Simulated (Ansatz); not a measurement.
Relaxation of ClFH4Si (7 atoms, charge 0, multiplicity 1), to a largest force component of 0.03 eV/Å in at most 50 steps.

Computed with UKS B3LYP/STO-3G (Ansatz 0.2.0).

```xyz
7
Properties=species:S:1:pos:R:3
Si -0.429 -0.686 0.002
F 0.612 -0.364 1.248
H 0.232 -0.599 -1.285
H -1.053 -1.980 0.203
Cl -1.969 0.766 0.025
H 1.433 1.376 0.219
H 1.174 1.488 -0.411
```

Q: Where does it end, and by what steps?

A: The run converged. The force dipped under the threshold on the way, but the program's further checks kept it going. Limits of this set-up: minimal basis. After 16 steps the energy has fallen by 0.250 eV; H7 moved furthest, 0.96 Å.

```csv
step,energy less start (eV),largest force component (eV/Å),accepted
0,0.0000,2.010,yes
1,-0.1000,0.980,yes
2,-0.1448,0.565,yes
3,-0.1405,0.808,no
4,-0.1583,0.357,yes
5,-0.1755,0.443,yes
6,-0.1968,0.801,yes
7,-0.2118,0.836,yes
8,-0.2465,0.072,yes
9,-0.2481,0.039,yes
10,-0.2467,0.140,no
11,-0.2487,0.006,yes
12,-0.2490,0.023,yes
13,-0.2492,0.054,yes
14,-0.2494,0.032,yes
15,-0.2496,0.020,yes
16,-0.2498,0.029,yes
```

```xyz
7
Properties=species:S:1:pos:R:3
Si -0.607 -0.711 -0.062
F 0.450 0.074 0.913
H -0.125 -0.725 -1.430
H -0.859 -2.045 0.449
Cl -2.441 0.342 -0.041
H 1.563 1.286 0.238
H 2.020 1.778 -0.066
```

Run time: 21 s on 1 thread of Intel(R) Xeon(R) Platinum 8488C (Sapphire Rapids), on a shared host, peak memory 0.15 GiB.
